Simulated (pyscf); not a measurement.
Optimised with ωB97X-D3(BJ)/def2-SVP in PySCF.

Q: How much does it cost (ΔH, 298 K, ωB97M-D3(BJ)/def2-TZVP) to split `[F][Zr]([Cl])([Cl])[Cl]` at its F–Zr bond into F• + [Cl–Zr(Cl)–Cl]•?

A: F–Zr to F• + [Cl–Zr(Cl)–Cl]•: 148.4 kcal/mol. The 7 functionals that were run give +143.2 (M06-2X) to +155.8 kcal/mol (PBE). The radicals are drawn with the spin at the cut bond; how far it spreads was not checked. Left out: the spin-orbit lowering of F. Open-shell species with a d-block atom are single-reference here; other states, and whether the spin sits on metal or ligand, were not checked. Elements past Kr carry the def2 core potentials, without spin-orbit coupling.
